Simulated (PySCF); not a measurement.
PySCF input (M06-2X/6-311+G**):

```python
from pyscf import gto, dft

mol = gto.M(
    atom='''
    C     0.01091998    0.21658882    0.95978002
    C    -0.00015083    0.23216616   -0.35161891
    F     0.00546660   -0.79615711    1.78204925
    F     0.00746909    1.34330003   -1.06320299
    F    -0.02011512   -0.84631291   -1.12428700
    ''',
    basis='6-311+g**',
    charge=0,
    spin=1,
    verbose=4,
)

mf = dft.UKS(mol, xc='m062x')
mf.grids.level = 4
mf.conv_tol = 1e-9
mf.max_cycle = 100
mf.max_memory = 1500
mf.kernel()
if not mf.converged:
    mf = mf.newton()
    mf.kernel(mf.make_rdm1())
mo, _, stable, _ = mf.stability(return_status=True)
if not stable:
    mf.kernel(mf.make_rdm1(mo, mf.mo_occ))
    stable = mf.stability(return_status=True)[2]
mf.dip_moment()
```

Problem. Predict the final energy.

Solution. -375.58122 Eh.
